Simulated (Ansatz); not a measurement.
## ClH₂Si, SMILES [SiH2]Cl: a composite energy at a relaxed geometry, step by step

Computed with Ansatz 0.2.0, Python API.

At the Python prompt:
```pycon
>>> import ansatz as az
>>> from ase import Atoms
>>> import numpy as np
>>> atoms = Atoms(["Si", "Cl", "H", "H"], positions=[
...     (-0.28358, 0.2377, 0.13159),
...     (1.59769, -0.05961, 0.81109),
...     (-1.065, -0.97828, 0.26331),
...     (-0.24911, 0.8002, -1.20598),
... ])
>>> system = az.Crystal.molecule_from_ase(atoms)
>>> setup = system.calculation().basis(gaussian="def2-SVP").functional("pbe0").spin("collinear", total=1)
>>> symbols = [site.symbol for site in system.cartesian_sites]
>>> start = np.array([site.position_ang for site in system.cartesian_sites], dtype=float)
>>> summary = setup.relax(force_tolerance=0.01).run(threads=1).report
>>> end = np.array(summary["positions_ang"])
>>> print("final positions (A) and the move of each atom")
final positions (A) and the move of each atom
>>> for symbol, xyz, old in zip(symbols, end, start):
...     print(f"{symbol:2s} {xyz[0]:10.5f} {xyz[1]:10.5f} {xyz[2]:10.5f}   {np.linalg.norm(xyz - old):7.4f}")
...
Si   -0.30125    0.27769    0.16913    0.0576
Cl    1.63213   -0.06875    0.82079    0.0369
H    -1.07529   -0.99985    0.24506    0.0301
H    -0.25558    0.79092   -1.23498    0.0311
>>> minimum = az.Crystal.molecule()
>>> for symbol, place in zip(symbols, end):
...     minimum = minimum.atom(symbol, place.tolist())
...
>>> at_minimum = minimum.calculation().spin("collinear", total=1)
>>> # MP2 extrapolated to the basis limit, plus the small-basis difference CCSD(T) - MP2
>>> level = lambda method, basis: at_minimum.basis(gaussian=basis).correlation(method).run(threads=1).report
>>> small, large, cluster = level("mp2", "cc-pVDZ"), level("mp2", "cc-pVTZ"), level("ccsd_t", "cc-pVDZ")
>>> corr = lambda each: (each["free_energy_ev"] - each["reference_energy_ev"]) / 27.211386246
>>> mp2_limit = (27 * corr(large) - 8 * corr(small)) / 19
>>> pieces = {"HF / cc-pVTZ": large["reference_energy_ev"] / 27.211386246, "MP2 correlation, DZ-TZ limit": mp2_limit, "CCSD(T) - MP2 / cc-pVDZ": corr(cluster) - corr(small)}
>>> for name, value in pieces.items():
...     print(f"{name:32s} {value:14.6f} Ha")
...
HF / cc-pVTZ                        -749.636696 Ha
MP2 correlation, DZ-TZ limit          -0.324023 Ha
CCSD(T) - MP2 / cc-pVDZ               -0.036197 Ha
>>> print(f"{'sum':32s} {sum(pieces.values()):14.6f} Ha")
sum                                 -749.996916 Ha
>>> print("T1 diagnostic", round(cluster["correlation"]["coupled_cluster"]["t1_diagnostic"], 4))
T1 diagnostic 0.0126
```

Reading the output:
- Total energies depend on the basis set; only differences at equal settings carry meaning.
- The sum leaves out core correlation, relativity, the Hartree-Fock basis error and zero-point energy; a DZ-TZ extrapolation is rough.
- The run takes the species as open-shell (spin multiplicity 2), which needn't be its ground state.
- Inner cores stay frozen, so this is valence correlation.
- For Al to Cl the sets with a tight d function, cc-pV(X+d)Z, are usual.
- An extrapolation from small basis sets is rough.
- The whole script took 12 s on 1 thread of Arm Neoverse V1, with other jobs on the host, peak memory 0.19 GiB.
